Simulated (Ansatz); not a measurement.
**CH4⁺, doublet: reading a ladder of total energies**

Geometry: that of the CH4, singlet, kept fixed.

```json
{"atom": "C", "x (Å)": "0.0000", "y (Å)": "0.0000", "z (Å)": "0.0000"}
{"atom": "H", "x (Å)": "0.6280", "y (Å)": "0.6300", "z (Å)": "0.6292"}
{"atom": "H", "x (Å)": "-0.6316", "y (Å)": "-0.6267", "z (Å)": "0.6289"}
{"atom": "H", "x (Å)": "-0.6266", "y (Å)": "0.6282", "z (Å)": "-0.6325"}
{"atom": "H", "x (Å)": "0.6301", "y (Å)": "-0.6314", "z (Å)": "-0.6257"}
```

Basis 6-31G; Ansatz 0.2.0. Only valence electrons are correlated (noble-gas cores frozen), which leaves 7 electrons in 16 orbitals. R marks a restricted (for open shells ROHF) determinant.

Full CI is exact within this basis and frozen core; it isn't the basis-set limit.

RCCSD has a T1 diagnostic of 0.015 and a largest doubles amplitude of 0.04.

The cluster runs stand on a determinant 0.11 eV above the lowest RHF solution, chosen by a search with trial CCSD; the correlation energy below is counted from it.

Runs differ by some tens of microhartree through their thresholds and, for an open shell, their frozen cores, so steps under 0.03 kcal/mol mean nothing.

| level | total energy (hartree) |
| --- | --- |
| RHF determinant under the cluster runs | -39.681053 |
| RMP2 | -39.763949 |
| RCCSD | -39.783460 |
| RCCSD(T) | -39.784676 |
| RCCSDT | -39.784963 |
| RCCSDT(Q) | -39.785044 |
| RCCSDTQ | -39.785051 |
| full CI | -39.785054 |

**Question.** What is the correlation energy at full CI, and what share of it do RMP2 and RCCSD recover?

**Answer.** E(corr) = -39.785054 − (-39.681053) = -0.104001 hartree = -2.830 eV. RMP2: -0.082896 / -0.104001 = 79.71 %. RCCSD: -0.102407 / -0.104001 = 98.47 %.

**Question.** By how many kcal/mol does RCCSD(T) miss full CI (1 hartree = 627.509 kcal/mol), and which steps make up the rest?

**Answer.** -39.784676 − (-39.785054) = 0.000378 hartree = 0.24 kcal/mol. Steps: RCCSDT − RCCSD(T) = -0.18, RCCSDT(Q) − RCCSDT = -0.05, RCCSDTQ − RCCSDT(Q) = 0.00, full CI − RCCSDTQ = 0.00 kcal/mol. That is within 1 kcal/mol of the reference in this basis, which itself misses far more of the correlation at the basis-set limit.
